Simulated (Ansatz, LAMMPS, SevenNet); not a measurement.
# Equilibrium lattice constant a of hcp Re: levels of theory against measurement

Reference value: 2.761 Å (measured, 293 K, no zero-point or thermal correction; as tabulated in Wikipedia's data pages).

```tsv
level (code)	value (Å)
Lennard-Jones uff-vdw (LAMMPS)	2.871
SevenNet-0	2.796
PBE (Ansatz)	(withheld)
PBE-D4 (Ansatz)	2.759
r²SCAN+SOC (Ansatz)	2.761
PBE0 (Ansatz)	(withheld)
Hartree–Fock (Ansatz)	2.762
```

Question: Fill in the missing entries.

Answer: 
- PBE (Ansatz, a program for electronic structure), value (Å): 2.775
- PBE0 (Ansatz), value (Å): 2.750

Differences against the reference: Lennard-Jones uff-vdw +3.98 %, SevenNet-0 +1.27 %, PBE +0.51 %, PBE-D4 -0.07 %, r²SCAN+SOC 0.00 %, PBE0 -0.40 %, Hartree–Fock +0.04 %.

Leaving aside Lennard-Jones uff-vdw (doubt noted below): The reference is not for a static lattice or low temperature, so close values are not ranked against it. Off by more than 1.25 %, or 1.75 % on the side where a correction would as a rule narrow the miss (bounds picked here): SevenNet-0 (+1.27 %).

The measured value isn't corrected to a static lattice, so vibrations enter the comparison.  Density-functional levels without +SOC have no spin–orbit coupling. Lennard-Jones uff-vdw: this is a force field's van der Waals term alone, without bonds or charges. Cutoffs and k meshes differ between the levels. Ansatz's density-functional and Hartree–Fock values are scalar-relativistic unless marked +SOC, with PAW data made under PBE.

Machine-learned potentials (SevenNet-0) are trained on DFT data: a solid inside that data is no test of them.

Differences are worked out from the printed values.
